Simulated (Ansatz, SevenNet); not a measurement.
**CsCl-type TlCl: properties by level of theory**

Reference values: lattice constant a 3.842 Å (measured, temperature not stated, no zero-point or thermal correction; as tabulated in Wikipedia's data pages).

```json
[
 {"level (code)": "SevenNet-0 (SevenNet)", "lattice parameter a (Å)": "3.896", "bulk modulus B0 (GPa)": "[?]"},
 {"level (code)": "LDA (Ansatz)", "lattice parameter a (Å)": "[?]", "bulk modulus B0 (GPa)": "[?]"},
 {"level (code)": "PBE (Ansatz)", "lattice parameter a (Å)": "3.900", "bulk modulus B0 (GPa)": "[?]"},
 {"level (code)": "HSE06 (Ansatz)", "lattice parameter a (Å)": "3.883", "bulk modulus B0 (GPa)": "22.8"},
 {"level (code)": "PBE0 (Ansatz)", "lattice parameter a (Å)": "3.876", "bulk modulus B0 (GPa)": "23.5"}
]
```

### Question
Complete the blanks.

### Answer

- SevenNet-0 (SevenNet), bulk modulus B0 (GPa): 23.9
- LDA (Ansatz, an electronic-structure program), lattice parameter a (Å): 3.694
- LDA (Ansatz), bulk modulus B0 (GPa): 37.6
- PBE (Ansatz), bulk modulus B0 (GPa): 22.1

Machine-learned potentials (SevenNet-0) are trained on DFT data, which may include these solids.

Ansatz's density-functional and Hartree–Fock values are scalar-relativistic unless marked +SOC, with PAW data made under PBE.

Computed values are for the static lattice.
